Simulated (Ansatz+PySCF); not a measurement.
Results of a calculation; reference values are marked as such.
Input for PySCF 2.14.0:

```python
from pyscf import gto, scf, mp

# the (T+d) and (D+d) sets load through basis_set_exchange
mol = gto.M(atom="""
S 0.000000 0.000000 -0.886460
S 0.000000 0.000000 0.886460
""", basis='cc-pv(t+d)z', charge=1, spin=1)
mf = scf.UHF(mol)
mf.kernel()
pt = mp.MP2(mf, frozen=10).run()
print(mf.e_tot, pt.e_corr, pt.e_tot)
```

The script is written out from the run's settings.

The run gave:

```
Converged                       : yes
Reference energy                : -794.76218 hartree
Correlation energy              : -0.30912 hartree
Total energy                    : -795.07130 hartree
Spin squared of the determinant : 0.779
```

The reference isn't the lowest determinant (another lies 0.09 eV lower), but the same method gives a higher total on the lower determinant. Caution: large share of triples, a single reference is doubtful; MP2 on this radical cation hangs on the determinant chosen.
